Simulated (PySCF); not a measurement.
# State search for AlO⁺

Unrestricted PBE0; Al def2-SVPD, O def2-SVPD; no relativity (PySCF 2.14). Outer shells of the fragments: Al+ 3s2; O 2s2 2p4.

Followed along the bond (rough minima from three points):

```json
{"2Ms+1": "3", "unpaired": "σ ↑, π ↑", "⟨S²⟩ at the start": "2.01", "R at minimum (Å)": "1.77", "Te (eV)": "0.00"}
{"2Ms+1": "1", "unpaired": "σ ↓, π ↑", "⟨S²⟩ at the start": "1.01", "R at minimum (Å)": "1.75", "Te (eV)": "0.13"}
{"2Ms+1": "1", "unpaired": "none", "⟨S²⟩ at the start": "0.00", "R at minimum (Å)": "1.62", "Te (eV)": "0.72"}
```

Solutions found at the starting distance of 1.895 Å, counted from the lowest of them; the search is not exhaustive and high or unbound solutions are not listed, so other states can lie among these:

| 2Ms+1 | unpaired | term | E (eV) | ⟨S²⟩ | ⟨Lz²⟩ | μ (D) |
| --- | --- | --- | --- | --- | --- | --- |
| 3 | σ ↑, π ↑ | ³Π | 0.00 | 2.01 | 1.01 | -4.89 |
| 1 | σ ↓, π ↑ | mixed | 0.19 | 1.01 | 1.01 | -5.20 |
| 1 | none | ¹Σ⁺ | 1.42 | 0.00 | 0.00 | -7.39 |
| 3 | π ↑↑ | ³Σ⁻ | 1.86 | 2.01 | 0.00 | 0.09 |
| 3 | σ ↑↑ | ³Σ⁺ | 2.20 | 2.00 | 0.00 | -6.02 |
| 1 | π ↑↓ | mixed | 2.65 | 1.00 | 2.01 | 0.08 |
| 1 | π ↑↓ | mixed | 4.64 | 1.27 | 2.01 | -4.51 |
| 3 | π ↑↑ | mixed | 4.65 | 2.06 | 2.01 | -5.28 |
| 3 | π ↑↑ | mixed | 4.83 | 2.06 | 2.00 | -5.22 |
| 1 | none | mixed | 4.88 | 0.00 | 2.00 | 0.09 |

A term symbol is given only where ⟨S²⟩ and ⟨Lz²⟩ are close to those of a pure state; real π, δ and φ orbitals otherwise mix terms. A positive dipole points towards O; it is taken about the centre of mass and depends on that origin.

Counting both spins, an empty level lies below a filled one in some of these solutions, because spin and occupation are held.
